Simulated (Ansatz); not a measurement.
Input file:

```yaml
crystal:
  periodic: [false, false, false]
  atoms:
    - {symbol: Be, position_ang: [0.000000, 0.000000, 2.498476]}
    - {symbol: Mg, position_ang: [0.000000, 0.000000, -0.086238]}
    - {symbol: H, position_ang: [0.000000, 0.000000, -2.412238]}
basis:
  gaussian: {orbitals: cc-pVDZ}
magnetization: {spin_polarized: false, initial_magnetization: 1}
correlation: {method: fic_mrcisd_q, electrons: outside_noble_gas, active_space: {window: {electrons: 3, orbitals: 7}, states: [{multiplicity: 2, weights: [0.5, 1]}]}}
scf: {lower_state_search: full}
```

```sh
$ ansatz run in.yaml --threads 1 --pin off --events-out ev --progress --plain --max-ram 2393MiB
```

Output:

```
654 factors; integrals over basis functions are off by at most 1.7e-7 eV
mean field evaluation 1: about -5840.9834 eV, gradient 7.2e0 eV
mean field evaluation 2: about -5841.0097 eV, gradient 7.2e0 eV
mean field evaluation 4: about -5842.0903 eV, gradient 2.0e0 eV
mean field evaluation 8: about -5842.4954 eV, gradient 8.0e-1 eV
mean field evaluation 16: about -5842.5283 eV, gradient 3.9e-5 eV
mean field evaluation 32: about -5839.5649 eV, gradient 8.6e0 eV
mean field evaluation 64: about -5842.4269 eV, gradient 1.9e0 eV
mean field evaluation 96: about -5841.2315 eV, gradient 2.6e-6 eV
mean field -5842.52828884 eV, -214.7089544071 hartree, gradient 3.3e-6 eV, S^2 0.750000; 10 other end points of the search recorded, 0 dependent functions left out
reference -5842.52828884 eV, -214.7089544071 hartree; 9, 8 occupied and 28, 29 virtual orbitals, 654 factors
state -5843.39035554 eV, -214.7406347740 hartree
state -5842.30981807 eV, -214.7009257542 hartree
contracted CI cycle   1: correlation 0.00000000 eV, 0.0000000000 hartree, residual 6.70e0 eV
contracted CI cycle   2: correlation -1.21733431 eV, -0.0447362109 hartree, residual 1.65e0 eV
...
state -5843.39035554 eV, -214.7406347740 hartree; corrected -5844.83110286 eV, -214.7935812612 hartree
...
state -5842.30981807 eV, -214.7009257542 hartree; corrected -5843.79295966 eV, -214.7554302023 hartree
state -5843.26314004 eV, -214.7359596906 hartree
state -5842.13319521 eV, -214.6944349839 hartree
...
state -5843.26314004 eV, -214.7359596906 hartree; corrected -5844.85494379 eV, -214.7944573994 hartree
...
contracted CI cycle   4: correlation -1.49454171 eV, -0.0549233948 hartree, residual 4.18e-1 eV
contracted CI cycle   5: correlation -1.50054995 eV, -0.0551441934 hartree, residual 1.94e-1 eV
contracted CI cycle   6: correlation -1.50180205 eV, -0.0551902073 hartree, residual 1.05e-1 eV
contracted CI cycle   7: correlation -1.50209189 eV, -0.0552008587 hartree, residual 5.02e-2 eV
contracted CI cycle   8: correlation -1.50215722 eV, -0.0552032595 hartree, residual 2.32e-2 eV
contracted CI cycle   9: correlation -1.50217294 eV, -0.0552038372 hartree, residual 1.10e-2 eV
contracted CI cycle  10: correlation -1.50217690 eV, -0.0552039830 hartree, residual 6.16e-3 eV
contracted CI cycle  11: correlation -1.50217798 eV, -0.0552040226 hartree, residual 2.83e-3 eV
contracted CI cycle  12: correlation -1.50217819 eV, -0.0552040304 hartree, residual 1.40e-3 eV
contracted CI cycle  13: correlation -1.50217824 eV, -0.0552040320 hartree, residual 6.06e-4 eV
state -5842.13319521 eV, -214.6944349839 hartree; corrected -5843.78260303 eV, -214.7550496032 hartree
state -5843.26314004 eV, -214.7359596906 hartree; corrected -5844.85494379 eV, -214.7944573994 hartree
state -5842.13319521 eV, -214.6944349839 hartree; corrected -5843.78260303 eV, -214.7550496032 hartree
WARN: the results are in doubt because another end's mean lies 0.160 eV lower, and its corrected mean 0.001 eV higher
Total energy: -5844.14004995 eV, -214.7681855352 hartree
In doubt: another end's mean lies 0.160 eV lower, and its corrected mean 0.001 eV higher
```

Natural occupations, averaged over the states: 1.9135 0.6668 0.3440 0.0659 0.0054 0.0022 0.0022.

The total printed last is the weighted mean of the 2 states, 0.715 eV above the lowest of them, and is no single state's energy.

Ran on 1 thread of AMD EPYC 7B13, shared host: 12 s wall, 0.15 GiB peak host memory.
